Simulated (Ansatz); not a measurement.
What does this script print? It uses the Python package of Ansatz (0.2.0).

`bfh_field.py`:
```python
"""Response of BFH to a pair of distant point charges."""

import logging
import sys

import ansatz as az
import numpy as np

logging.basicConfig(stream=sys.stdout, format="[%(levelname)s] %(message)s")
logger = logging.getLogger("ansatz_job")
logger.setLevel(logging.INFO)

geometry_ang = [
    ("B", (-0.3354, 0.088, -0.1824)),
    ("F", (0.6544, 0.888, 0.4574)),
    ("H", (-0.33, -1.0408, -0.2882)),
]
molecule = az.Crystal.molecule()
for symbol, xyz in geometry_ang:
    molecule = molecule.atom(symbol, xyz)

setup = (
    molecule.calculation()
    .basis(gaussian="aug-cc-pVDZ")
    .functional("cam_b3lyp")
    .spin("collinear", total=1)
    .forces()
)
# charges +q and -q at -R and +R make a nearly even field 2 k q / R^2 at the centre
centre = np.mean([site.position_ang for site in molecule.cartesian_sites], axis=0)
field = 2 * 14.399645 * 3.0 / 40.0 ** 2


def dipole(axis, sign):
    arm = 40.0 * np.eye(3)[axis]
    pair = [{"charge": sign * 3.0, "position_ang": (centre - arm).tolist()}, {"charge": -sign * 3.0, "position_ang": (centre + arm).tolist()}]
    deck = setup.input().set(az.key.basis.gaussian.point_charges, pair)
    return np.array(az.Session.from_dict(deck).plan().execute().report["charge_distribution"]["dipole_moment_e_ang"])


logger.info(f"field {field:.4f} V/A")
alpha = np.array([(dipole(axis, 1) - dipole(axis, -1)) / (2 * field) * 14.399645 for axis in range(3)])
logger.info("polarisability tensor (A^3)")
print(np.array2string(alpha, precision=3, suppress_small=True))
logger.info(f"mean {np.trace(alpha) / 3:.3f} A^3 = {np.trace(alpha) / 3 / 0.14818471:.2f} bohr^3")
```

```console
$ python bfh_field.py
[INFO] field 0.0540 V/A
[INFO] polarisability tensor (A^3)
[[2.79  0.155 0.019]
 [0.155 2.859 0.096]
 [0.02  0.095 2.798]]
[INFO] mean 2.816 A^3 = 19.00 bohr^3
```

Notes:
- The geometry is a force-field or estimated start, not a minimum of this method, and the basis set is short of its limit. The field of two point charges is only nearly even.
- The species is open-shell (spin multiplicity 2).
- It ran for 4.6 s on 1 thread of Intel(R) Xeon(R) 6975P-C (Granite Rapids), with other jobs on the host, peak memory 0.19 GiB.

(Lines on the test bed's own set-up are left out of the output.)
